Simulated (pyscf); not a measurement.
PySCF, gas phase, ωB97X-D3(BJ)/def2-SVP geometries.

Problem. Estimate the classical barrier height and the reaction energy of `[CH3][Si]([OH])([OH])[OH]` + `[OH2]` → `[CH4]` + `[OH][Si]([OH])([OH])[OH]` at ωB97M-D3(BJ)/def2-TZVP. The step runs on the singlet surface, breaks C–Si, H–O and forms C–H, O–Si; take the separated reactants as zero.

Solution. ΔE‡ = 36.0 kcal/mol, ΔE = -28.8 kcal/mol. Zero-point energy shifts the barrier by +1.4 kcal/mol. It is a four-centre exchange, with an imaginary mode of 1256i cm⁻¹. On the reactant side the descent ends in a bound adduct, 9.3 kcal/mol under the separated species and 46.1 kcal/mol under the saddle at ωB97X-D3(BJ)/def2-TZVP. This is the saddle that the search found; another between the same sides may lie lower.
